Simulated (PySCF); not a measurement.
Ionisation of chlorine fluoride

System: chlorine fluoride, `FCl` (ClF). Optimised structure (Å), atoms numbered from 1:
```
F     0.8199    0.0571   -0.0811
Cl   -0.8144   -0.0546    0.0528
```

These are calculated values, ωB97X-D3(BJ)/ma-def2-TZVP in PySCF (grid level 2) at geometries from PBE0-D3(BJ)/def2-SVP. Thermal corrections: PBE0-D3(BJ)/def2-SVP frequencies, unscaled, ideal gas at 298.15 K and 1 bar, quasi-RRHO entropy.

Frontier levels of the parent: HOMO -12.16 eV, LUMO -0.99 eV.

Oxidation to the radical cation:
- Vertical ionisation energy (electronic): 12.89 eV
- Adiabatic ionisation energy (with zero-point energy): 12.66 eV
- Adiabatic, electronic part: 12.65 eV
- Vertical gap at the product's structure: 12.57 eV
- Inner reorganisation energy (four-point): 323 meV
- Relaxation of product / of parent: 240 / 83 meV
- ⟨S²⟩ of the product: 0.754
- Largest spin populations: Cl2 0.78, F1 0.22
- Largest changes of atomic charge: Cl2 0.77, F1 0.23
- Distances that move most (Å): F1–Cl2 1.644 → 1.551
- Potential in dichloromethane: 9.77 V absolute, 5.07 V against Fc+/Fc computed at 4.70 V (solvation -3 → -281 kJ/mol)

Solvents are IEF-PCM continua (electrostatics only, gas-phase structures); absolute potentials refer to an electron at rest in vacuum. Fc+/Fc in dichloromethane, 4.70 V, is ωB97X-D3(BJ)/ma-def2-TZVP on PBE0-D3(BJ)/def2-SVP structures with GFN2-xTB thermal terms. Benchmark calculations put it near 5.0 V in acetonitrile and DMSO, so it is about 0.3 V low, and the value against it can read up to that much too high.

Against the Active Thermochemical Tables (version 1.112): ionisation energy to the radical cation 12.66 (computed 12.66, error 0.01) eV.

Measured values (NIST Chemistry WebBook, evaluated or the median of agreeing entries): vertical ionisation energy 12.77 eV (computed 12.89, difference 0.12); adiabatic ionisation energy 12.66 eV (computed 12.66, difference 0.00).

Caveats: spin-orbit coupling is left out of the energies, which matters for open shells on the heavier atoms.

Differences come from unrounded values, so a last digit can differ from that of the printed terms.
